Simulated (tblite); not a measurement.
What does the GFN2-xTB structure of InChI=1S/C4H3S2/c5-4-2-1-3-6-4/h1-3H look like in three dimensions? (Doublet state.)

Z-matrix in Å and degrees, rows numbered from 1:
```
S 
C   1  1.6760
C   2  1.3886  1  127.74
C   3  1.3931  2  113.30  1   179.93
C   4  1.3722  3  112.90  2    -0.01
S   5  1.7075  4  112.88  3     0.02
H   3  1.0746  2  121.73  1    -0.09
H   4  1.0753  3  123.94  2  -179.97
H   5  1.0725  4  127.54  3  -179.99
```

C4 (carbon bonded to 2 C and H) is planar (angles 123.9°, 123.2° and 112.9°, sum 360.0°, 0.00 Å off the plane of its three neighbours). The 5-membered ring C2–C3–C4–C5–S6 has internal angles of 90.9° to 113.3° (sum 540°, against 540° for a flat polygon); it is planar, 0.00 Å rms from its mean plane, widest ring torsion 0°. The 6 heavy atoms lie in one plane (0.000 Å rms). The C–S distances run from 1.676 Å (S1–C2, drawn single) to 1.767 Å (C2–S6, aromatic), a spread of 0.091 Å.

Computed geometry: GFN2-xTB, gas phase. This method treats the open shell by occupation alone, without spin polarisation.

Point group: Cs (tolerance 0.08 Å). Its GFN2-xTB frequencies are all real (lowest 175 cm⁻¹).
